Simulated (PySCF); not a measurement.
# Aluminium: a sound run and one with changed settings

Sound run: Al [Ne] 3s2 3p1, Al+ [Ne] 3s2. All numbers are calculated (PySCF 2.14, no relativity, point nucleus, in cc-pV(D+d)Z). The sound run starts from symmetry-adapted Hartree-Fock orbitals and uses a fine grid where one is needed.

Changed run: 26 angular points. This setting is unsound on purpose.

```csv
species,method,sound run (hartree),changed run (hartree),converged
Al,UHF,-241.87361,-241.87361,yes
Al,PBE0,-242.24627,-242.24626,yes
Al,BP86,-242.37915,-242.37907,yes
Al+,UHF,-241.66833,-241.66833,yes
Al+,PBE0,-242.02225,-242.02225,yes
Al+,BP86,-242.15286,-242.15286,yes
```

Ionisation energy of Al:

```
method  sound run (eV)  changed run (eV)
   UHF           5.586             5.586
  PBE0           6.096             6.096
  BP86           6.158             6.156
```

A coarse angular grid integrates products of high-l functions wrongly, so density functionals can shift, and the SCF can exploit the error; Hartree-Fock and MP2 need no grid.

For comparison, NIST gives 5.986 eV between the lowest levels.
